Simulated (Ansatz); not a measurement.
# SF (Monosulfur monofluoride): levels of theory compared

We compute a comparison of 6 runs (UHF/STO-3G, U-r2SCAN/STO-3G, U-revPBE/STO-3G, U-wB97X/STO-3G, UB2PLYP/STO-3G, UCCSD(T)/STO-3G) of SF (Monosulfur monofluoride). 

Program for the calculation: Ansatz 0.2.0.

34 further runs of the same task are left out: 6 that didn't finish, 28 set aside as unsound or not needed.

### 1 Starting point

SF: 2 atoms, total charge 0, spin state doublet. SMILES: `F[S]`. The S2–F1 distance was set to 3.189 Å, away from the relaxed value.

### 2 A single-point energy at UHF/STO-3G (run 1)

File input.yaml:

```yaml
crystal:
  periodic: [false, false, false]
  atoms:
    - {symbol: F, position_ang: [-0.000000, -0.000000, -1.578190]}
    - {symbol: S, position_ang: [0.000000, 0.000000, 1.610410]}
basis:
  gaussian:
    orbitals: STO-3G
magnetization:
  spin_polarized: true
  initial_magnetization: 1
hamiltonian:
  xc: hf
accuracy: high
```

On the command line:

```bash
$ ansatz run input.yaml --threads 1 --pin off --max-ram 3480MiB --events-out events.jsonl --progress --plain --runs-dir runs
```

What it wrote:

```text
Warning: RAYON_NUM_THREADS=1 ignored (pool sized by the plan → 1); use --threads N
Functional definition: HF
  name "HF"
  exchange = exact_x
  correlation = 0
205 factors; integrals over basis functions are off by at most 1.0e-8 eV
mean field evaluation 1: about -13349.5450 eV, gradient 3.5e0 eV
mean field evaluation 2: about -13349.5467 eV, gradient 3.5e0 eV
mean field evaluation 4: about -13348.8445 eV, gradient 8.0e0 eV
mean field evaluation 8: about -13363.0600 eV, gradient 1.3e0 eV
mean field evaluation 16: about -13363.0886 eV, gradient 3.0e-2 eV
mean field evaluation 32: about -13363.9646 eV, gradient 2.3e-8 eV
mean field evaluation 64: about -13363.9615 eV, gradient 6.4e-2 eV
mean field evaluation 96: about -13363.9684 eV, gradient 2.2e-2 eV
mean field evaluation 128: about -13363.9652 eV, gradient 1.9e-2 eV
mean field evaluation 160: about -13348.6675 eV, gradient 1.9e1 eV
mean field -13363.97735541 eV, -491.1171093823 hartree, gradient 3.7e-9 eV, S^2 1.750000; 11 other end points of the search recorded, 0 dependent functions left out
reference -13363.97735541 eV, -491.1171093823 hartree; 13, 12 occupied and 1, 2 virtual orbitals, 205 factors
Total energy: -13363.97735541 eV, -491.1171093823 hartree
```

Run time: 0.32 s. Hardware: 1 thread of Arm Neoverse V1, shared host.

### 3 The energy at U-r2SCAN/STO-3G (run 2)

File job.yaml:

```yaml
crystal:
  periodic: [false, false, false]
  atoms:
    - {symbol: F, position_ang: [-0.000000, -0.000000, -1.578190]}
    - {symbol: S, position_ang: [0.000000, 0.000000, 1.610410]}
basis:
  gaussian:
    orbitals: STO-3G
magnetization:
  spin_polarized: true
  initial_magnetization: 1
hamiltonian:
  xc: r2scan
accuracy: high
```

On the command line:

```bash
$ ansatz run job.yaml --threads 1 --pin off --max-ram 3480MiB --events-out events.jsonl --progress --plain --runs-dir runs
```

What it wrote, shortened:

```text
Warning: RAYON_NUM_THREADS=1 ignored (pool sized by the plan → 1); use --threads N
Functional definition: r2SCAN
  name "r2SCAN"
[...]
205 factors; integrals over basis functions are off by at most 1.0e-8 eV
[...]
mean field -13385.58659977 eV, -491.9112344652 hartree, gradient 6.6e-8 eV, S^2 1.750000; 10 other end points of the search recorded, 0 dependent functions left out
reference -13385.58660006 eV, -491.9112344756 hartree; 13, 12 occupied and 1, 2 virtual orbitals, 205 factors
Total energy: -13385.58660006 eV, -491.9112344756 hartree
```

Wall time 40 s (1 thread of Arm Neoverse V1, shared host); peak memory 0.16 GiB.

### 4 A single-point energy at U-revPBE/STO-3G (run 3)

File molecule.yaml:

```yaml
basis:
  gaussian: {orbitals: STO-3G}
crystal:
  periodic: [false, false, false]
  atoms:
    - {symbol: F, position_ang: [-0.000000, -0.000000, -1.578190]}
    - {symbol: S, position_ang: [0.000000, 0.000000, 1.610410]}
magnetization: {spin_polarized: true, initial_magnetization: 1}
hamiltonian: {xc: {name: revPBE}}
accuracy: high
```

On the command line:

```bash
$ ansatz run molecule.yaml --threads 1 --pin off --max-ram 3480MiB --events-out events.jsonl --progress --plain --runs-dir runs
```

What it wrote, shortened:

```text
Warning: RAYON_NUM_THREADS=1 ignored (pool sized by the plan → 1); use --threads N
Functional definition: revPBE
  name "revPBE"
[...]
205 factors; integrals over basis functions are off by at most 1.0e-8 eV
[...]
mean field -13383.66102622 eV, -491.8404709421 hartree, gradient 2.3e-9 eV, S^2 1.750000; 16 other end points of the search recorded, 0 dependent functions left out
reference -13383.66102745 eV, -491.8404709874 hartree; 13, 12 occupied and 1, 2 virtual orbitals, 205 factors
Total energy: -13383.66102745 eV, -491.8404709874 hartree
```

Run time: 12 s. Hardware: 1 thread of Arm Neoverse V1, shared host; peak memory 0.097 GiB.

Runs 4 to 5 aren't shown in full; the table further down has their settings and results.

### 5 The energy at UCCSD(T)/STO-3G (run 6)

File molecule.yaml:

```yaml
crystal:
  periodic: [false, false, false]
  atoms:
    - symbol: F
      position_ang: [-0.000000, -0.000000, -1.578190]
    - symbol: S
      position_ang: [0.000000, 0.000000, 1.610410]
basis:
  gaussian: {orbitals: STO-3G}
magnetization: {spin_polarized: true, initial_magnetization: 1}
correlation: {method: ccsd_t, frozen_orbitals: {F: 1, S: 5}}
accuracy: high
scf: {omitted_lower_state_checks: [cluster_reference, increment]}
```

On the command line:

```bash
$ ansatz run molecule.yaml --threads 1 --pin off --max-ram 3480MiB --events-out events.jsonl --progress --plain --runs-dir runs
```

What it wrote:

```text
Warning: RAYON_NUM_THREADS=1 ignored (pool sized by the plan → 1); use --threads N
[... 21 lines left out ...]
6 core orbitals not correlated: weight in the atoms' cores, before any rotation towards them, 1.000 or more for the frozen orbitals, at most 0.000 for the correlated occupied ones
[... 62 lines left out ...]
Total energy: -13363.98389243 eV, -491.1173496133 hartree
Checks for a lower state left out: cluster_reference, increment
```

It took 0.72 s on 1 thread of Arm Neoverse V1, shared host.

### 6 Overview of the runs

| run | level | frozen core orbitals | energy (Eh) | ⟨S²⟩ | wall time |
| --- | --- | --- | --- | --- | --- |
| 1 | UHF/STO-3G | – | -491.117109 | 1.750 | 0.32 s |
| 2 | U-r2SCAN/STO-3G | – | -491.911234 | 1.750 | 40 s |
| 3 | U-revPBE/STO-3G | – | -491.840471 | 1.750 | 12 s |
| 4 | U-wB97X/STO-3G | – | -491.951050 | 1.750 | 50 s |
| 5 | UB2PLYP/STO-3G | 6 | -491.717455 | 1.750 | 11 s |
| 6 | UCCSD(T)/STO-3G | 6 | -491.117350 | 1.750 | 0.72 s |

### 7 Summary of results

| quantity | value |
| --- | --- |
| run 6: total energy | -491.11735 Eh |
| run 6: correlation energy (6 core orbitals frozen) | -0.2 mEh |
| run 6: (T) correction | 0.00 mEh |
| run 6: ⟨S²⟩ of the reference determinant | 1.750 |
| run 6: T1 diagnostic | 0.000 |

Totals of different functionals can't be ranked against each other. In runs 1, 2, 3, 4, 5, 6 the basis is minimal, so the values are rough. Spin contamination of the reference: run 5 ⟨S²⟩ = 1.75, run 4 ⟨S²⟩ = 1.75, run 1 ⟨S²⟩ = 1.75, run 6 ⟨S²⟩ = 1.75, run 2 ⟨S²⟩ = 1.75, run 3 ⟨S²⟩ = 1.75. Where it is this large, the reference is a mixture of spin states, and values that rest on it are in doubt. All runs together took 1.9 min, the longest 50 s.
